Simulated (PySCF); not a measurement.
## AlHF + H₂O → HAl(OH) + HF

Level: PBE0 in the def2-TZVP basis family, all electrons, no relativity, computed in PySCF with density fitting; open shells unrestricted.

```csv
species,state and structure,ZPE (kJ/mol),H(298 K) − H(0) (kJ/mol),S° (J/(mol K))
AlHF,"doublet, Cs, Al–F 1.656 Å, Al–H 1.607 Å; F–Al–H 115.5°",19.0,10.6,246.1
H₂O,"singlet, C2v, O–H 0.960 Å (×2); H–O–H 105.1°",56.5,9.9,188.7
HAl(OH),"doublet, Cs, Al–H 1.604 Å, Al–O 1.702 Å, O–H 0.956 Å; Al–O–H 124.2°, H–Al–O 114.2°",49.0,11.8,252.5
HF,"singlet, C∞v, H–F 0.920 Å",24.9,8.7,173.6
```

**Question.** Is the gas-phase reaction uphill or downhill in electronic energy at this level, and by how much?

**Answer.** At PBE0/def2-TZVP, ΔE = 48.3 kJ/mol, uphill. 

**Question.** Add zero-point, thermal and entropy terms for 298.15 K and 1 bar.

**Answer.** ΔZPE = -1.6 and Δ[H(298) − H(0)] = 0.0 kJ/mol give ΔH° = 46.7 kJ/mol. ΔS° = -8.7 J/(mol K), so ΔG° = 46.7 − 298.15 × (-0.0087) = 49 kJ/mol and log₁₀K = -8.6.

Only the bonding shown was studied: isomers, or loss of a ligand pair, can lie lower.
